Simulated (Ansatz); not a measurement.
**How the TA phonon frequency at L of rock-salt LiF moves with the method**

No measured value is used here.

| level (code) | value (cm⁻¹) | cell (Å³/atom) |
|---|---|---|
| LDA (Ansatz) | (withheld) | 7.47 |
| PBE (Ansatz) | 192 | 8.42 |
| r²SCAN (Ansatz) | 221 | 7.94 |
| HSE06 (Ansatz) | 205 | 8.06 |
| PBE0 (Ansatz) | 206 | 8.05 |

Q: Fill in the missing entries.

A: 
- LDA (Ansatz, a first-principles code), value (cm⁻¹): 231

Each level is taken at its own relaxed cell. Cutoffs differ between the levels. Ansatz's density-functional and Hartree–Fock values are scalar-relativistic unless marked +SOC, with PAW data made under PBE.
